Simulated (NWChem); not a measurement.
**Total energies of H2N**

```
N
H 1 1.0470
H 1 1.0470 2 100.10
```
Charge 0, spin multiplicity 2.

All runs are NWChem calculations. Structure: optimised with UPBE/def2-SVP, a minimum by its harmonic frequencies.

Basis set: def2-SVP (24 functions).

```tsv
method	total energy (Ha)
UHF	-55.51589
UMP2	-55.66056
UB2PLYP	-55.77079
UPBE	-55.75651
UB3LYP	-55.83081
Ur2SCAN	-55.79839
```

Total energies of different functionals aren't comparable as a measure of quality: only differences taken within one method are. 

The correlated methods keep 1 core orbital frozen. B3LYP has NWChem's definition, with VWN1-RPA local correlation. The structure started from a generated list of species. The unpaired electrons of the parent sit in orbitals of symmetry b2 (C2v labels of the run); other states weren't searched. No SCF solution was tested for a lower state. Open-shell Hartree-Fock references start from PBE0 orbitals.
